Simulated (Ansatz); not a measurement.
**Structure relaxation of K₂TaCl₆**

All numbers below come from DFT PBEsol, scalar-relativistic, plane waves, PAW (Ansatz 0.2.0). Cutoff 420 eV, Γ-centred k mesh, Gaussian smearing, collinear spin, first started from parallel moments.

The start is a database structure of K₂TaCl₆, space group Fm-3m (No. 225).

```
CELL_PARAMETERS angstrom
0.00000 4.99675 4.99675
4.99675 0.00000 4.99675
4.99675 4.99675 0.00000
ATOMIC_POSITIONS crystal
K 0.75000 0.75000 0.75000
K 0.25000 0.25000 0.25000
Ta 0.00000 0.00000 0.00000
Cl 0.76010 0.23990 0.76010
Cl 0.76010 0.23990 0.23990
Cl 0.23990 0.76010 0.23990
Cl 0.23990 0.76010 0.76010
Cl 0.76010 0.76010 0.23990
Cl 0.23990 0.23990 0.76010
```

Steps on the 8×8×8 mesh (9 atoms). 4 of 5 steps are shown, and the free energy counts from the last. Trial steps that were taken back and renewals of the plane-wave basis can be among the rows.

| step | ΔF (meV/atom) | V (Å³/atom) | P (GPa) | largest force component (eV/Å) |
| --- | --- | --- | --- | --- |
| 1 | 3.4 | 27.72 | -0.63 | 0.019 |
| 2 | 0.8 | 26.93 | -0.44 | 0.032 |
| 3 | 0.0 | 26.10 | 0.18 | 0.031 |
| 5 | 0.0 | 26.27 | -0.02 | 0.007 |

A final relaxation ran on a 8×8×8 mesh. The relaxed crystal, Fm-3m (No. 225):

Space group Fm-3m (No. 225). a = 9.815 Å, b = 9.815 Å, c = 9.815 Å, α = 90.00°, β = 90.00°, γ = 90.00°
| atom | site | symmetry | x | y | z |
| --- | --- | --- | --- | --- | --- |
| K | 8c | -43m | 0.2500 | 0.2500 | 0.7500 |
| Ta | 4a | m-3m | 0.0000 | 0.0000 | 0.0000 |
| Cl | 24e | 4m.m | 0.5000 | 0.2561 | 0.0000 |

```json
{
  "Volume per atom": "26.27 Å³",
  "Density": "3.31 g/cm³",
  "Energy over the elements": "-1.67 eV/atom",
  "Gap on the 8×8×8 mesh": "0 eV (a metal)",
  "Net moment per atom": "0.11 μB",
  "Largest site moment": "0.52 μB"
}
```

The zero of energy is the elements' standard structures at the same level (Cl₂ as a molecule); no fitted shifts are applied.

The final run used a 8×8×8 mesh on its 9-atom cell and 0.10 eV smearing. For metals, differences of a few meV/atom aren't resolved. Spin–orbit coupling is left out.

A structure relaxed within its symmetry needn't be a true minimum.

Cost: 2 runs of about 4.8 core-minutes in all, on Arm Neoverse V1 (shared hosts).